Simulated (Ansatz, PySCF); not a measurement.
Constitutional and geometric isomers with formula C3H4. All species are isolated molecules in the gas phase. Strings in code marks are SMILES.

Quantity: electronic energy of isomers of C3H4 relative to `C#CC`, in kcal/mol.

Level 1: frozen-core CCSD(T)/cc-pVTZ // PBE0-D3(BJ)/def2-TZVP (Ansatz, a quantum-chemistry and plane-wave program)
Level 2: CAM-B3LYP/cc-pVTZ // PBE0-D3(BJ)/def2-TZVP (Ansatz)
Level 3: PBE-D3(BJ)/def2-TZVP // PBE0-D3(BJ)/def2-TZVP (PySCF)
Level 4: PBE/6-31G* // PBE0-D3(BJ)/def2-TZVP (PySCF)

```csv
species,level 1,level 2,level 3,level 4
`C=C=C`,1.20,-0.72,-3.21,-4.07
`C1=CC1`,23.5,23.1,19.2,16.9
```
